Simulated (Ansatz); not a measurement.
# AlH₄+ (triplet): B97M-V, PBE0 over a scan of the distance Al1–H5, cc-pVDZ

Aim: run AlH₄+ (triplet) with these functionals over a scan of the distance Al1–H5, and hold them against the top wave-function level at the same points.

Computed with Ansatz 0.2.0, Gaussian basis. Level: cc-pVDZ, all electrons in the functionals.

Plan: B97M-V, PBE0, at 1.310 Å; 1.512 Å; 1.663 Å; 1.867 Å; 2.032 Å; 2.324 Å; 2.664 Å; 3.098 Å; 3.584 Å; 4.588 Å; 5.649 Å.

21 further runs of the same task are left out: 12 for a known fault of the program, 8 that didn't finish, 1 set aside as unsound or not needed.

### 1 The system

The geometry derives from a PBE0/def2-TZVP stationary point (not a proven minimum). One bond is set to the value named and the two fragments are kept rigid.

5 atoms, charge 1, spin multiplicity 3.

Atoms are counted from 1 here; the program's logs count them from 0.

Bond lengths: Al1–H2 1.663 Å, Al1–H3 1.663 Å, Al1–H4 1.663 Å, Al1–H5 1.663 Å. Angles: H2–Al1–H3 135.7°, H2–Al1–H4 64.5°, H2–Al1–H5 135.7°, H3–Al1–H4 135.7°, H3–Al1–H5 64.5°, H4–Al1–H5 135.7°.

No dispersion term is added; B97M-V holds VV10 nonlocal correlation.

The geometry shown and the zero of energy belong to the point 1.663 Å. The yardstick, FCI, and other wave-function levels (R restricted, U unrestricted, valence and pair active spaces) come from earlier runs.

### 2 B97M-V, 1.310 Å

Contents of in.yaml:

```yaml
crystal:
  periodic: [false, false, false]
  atoms:
    - {symbol: Al, position_ang: [0.004376, -0.009712, -0.004296]}
    - {symbol: H, position_ang: [0.625556, 1.400717, 0.621620]}
    - {symbol: H, position_ang: [-0.620578, -1.417128, 0.624638]}
    - {symbol: H, position_ang: [-0.625519, 1.393809, -0.636995]}
    - {symbol: H, position_ang: [0.503413, -1.117410, -0.494264]}
basis:
  gaussian: {orbitals: cc-pVDZ}
total_charge: 1
magnetization: {spin_polarized: true, initial_magnetization: 2}
hamiltonian: {xc: {name: B97M-V}}
```

Started as:

```bash
$ ansatz run in.yaml --threads 1 --pin off --events-out ev --progress --plain --max-ram 2393MiB
```

Further steps of the session: B97M-V, 1.512 Å; B97M-V, 1.663 Å; B97M-V, 1.867 Å; B97M-V, 2.032 Å; B97M-V, 2.324 Å; B97M-V, 2.664 Å; B97M-V, 3.098 Å; B97M-V, 3.584 Å; B97M-V, 4.588 Å; B97M-V, 5.649 Å; PBE0, 1.310 Å; PBE0, 1.512 Å; PBE0, 1.663 Å; PBE0, 1.867 Å; PBE0, 2.032 Å; PBE0, 2.324 Å; PBE0, 2.664 Å; PBE0, 3.098 Å; PBE0, 3.584 Å; PBE0, 4.588 Å; PBE0, 5.649 Å.

Before running them: what should the planned runs give, taken together? Wanted: span of the FCI curve; largest miss, B97M-V; largest miss, PBE0.

**Answer**, as computed:

| quantity | value |
| --- | --- |
| span of the FCI curve | 92.7 kJ/mol |
| largest miss, B97M-V | +27.0 kJ/mol (5.649 Å) |
| largest miss, PBE0 | +23.9 kJ/mol (5.649 Å) |

Of the functionals, PBE0 keep the smallest largest miss at the points compared (at most 23.9 kJ/mol) and B97M-V strays most (27.0 kJ/mol, at 5.649 Å). Functionals and the yardstick converge differently with the basis, so part of each miss in cc-pVDZ is the basis.
